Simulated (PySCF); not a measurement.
Scan of C2H4, singlet: twist about the double or partial double bond, both ends planar. Scanned: twist about the central bond. Other coordinates (C-C length, H-C-C angle, H-C-C angle, C-H length, C-H length) were minimised at PBE0/def2-TZVP.

- RHF/STO-3G = restricted Hartree-Fock/STO-3G in PySCF 2.14.0
- RKS-M06-2X/6-31G* = restricted M06-2X/6-31G*, spherical d in PySCF 2.14.0
- RKS-B3LYP/6-31G* = restricted B3LYP/6-31G*, spherical d (PySCF 2.14.0)
- CCSD(T) on RHF/cc-pVTZ, 2 core orbitals frozen (PySCF)

Energies relative to the lowest point of each profile, in kcal/mol; the last columns give the difference from CCSD(T):

| at / ° | RHF/STO-3G | RKS-M06-2X/6-31G* | RKS-B3LYP/6-31G* | CCSD(T) | RHF/STO-3G − CCSD(T) | RKS-M06-2X/6-31G* − CCSD(T) | RKS-B3LYP/6-31G* − CCSD(T) |
|---|---|---|---|---|---|---|---|
| 0 | 0.0 | 0.0 | 0.0 | 0.0 | 0.0 | 0.0 | 0.0 |
| 7.50 | 1.0 | 0.7 | 0.7 | 0.7 | 0.3 | 0.0 | 0.0 |
| 15 | 4.0 | 2.9 | 2.9 | 2.7 | 1.3 | 0.1 | 0.1 |
| 22.50 | 9.0 | 6.5 | 6.4 | 6.1 | 2.9 | 0.3 | 0.3 |
| 30 | 16.0 | 11.5 | 11.4 | 10.9 | 5.1 | 0.6 | 0.5 |
| 37.50 | 24.8 | 17.9 | 17.7 | 16.9 | 8.0 | 1.0 | 0.8 |
| 45 | 35.6 | 25.6 | 25.3 | 24.0 | 11.5 | 1.6 | 1.3 |
| 52.50 | 48.1 | 34.7 | 34.3 | 32.3 | 15.8 | 2.4 | 2.0 |
| 60 | 62.4 | 45.0 | 44.4 | 41.4 | 20.9 | 3.6 | 3.0 |
| 67.50 | 78.2 | 56.5 | 55.7 | 51.1 | 27.1 | 5.4 | 4.6 |
| 75 | 95.5 | 69.1 | 68.0 | 60.8 | 34.7 | 8.2 | 7.2 |
| 82.50 | 114.1 | 82.6 | 81.2 | 69.4 | 44.7 | 13.1 | 11.8 |
| 90 | 133.7 | 96.9 | 95.2 | 74.2 | 59.5 | 22.7 | 21.0 |

RHF/STO-3G is furthest from CCSD(T) at 90 (59.5 kcal/mol, above); its mean absolute difference over the points is 17.8 kcal/mol.

RKS-M06-2X/6-31G* is furthest from CCSD(T) at 90 (22.7 kcal/mol, above); its mean absolute difference over the points is 4.6 kcal/mol.

RKS-B3LYP/6-31G* is furthest from CCSD(T) at 90 (21.0 kcal/mol, above); its mean absolute difference over the points is 4.0 kcal/mol.

Near 90° the triplet can lie below this singlet.
